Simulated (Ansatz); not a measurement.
We consider rock-salt TiC, described by r²SCAN+rVV10 (PAW; Ansatz, an electronic-structure program).

Numerical settings: plane-wave cutoff 600 eV, 26×26×26 k mesh, Fermi–Dirac smearing 0.062 eV (set by the program), no spin polarisation, scalar-relativistic PAW data made under PBE.

Computed at the level's own relaxed cell.

Hill averages of the elastic tensor: K = 266.1 GPa, G = 196.7 GPa. Volume 10.083 Å³/atom, mean atomic mass 29.939 u.

**Question.** Work out the density, the sound velocities of a polycrystal and the elastic Debye temperature, and Pugh's ratio at this level.

**Answer.** ρ = 1.66054 × 29.939/10.083 = 4.931 g/cm³. v_l = √[(K + 4G/3)/ρ] = 10.351 km/s and v_t = √(G/ρ) = 6.316 km/s. The mean follows from 3/v_m³ = 1/v_l³ + 2/v_t³: v_m = 6.975 km/s. Θ_D = (ħ/k_B) v_m (6π²/V)^(1/3) = 76.38 K Å s/km × 6.975 × 1.8042 Å⁻¹ = 961 K, counting all atoms of the cell. K/G = 1.35, to be set beside Pugh's rough bound of 1.75 between brittle and ductile metals.
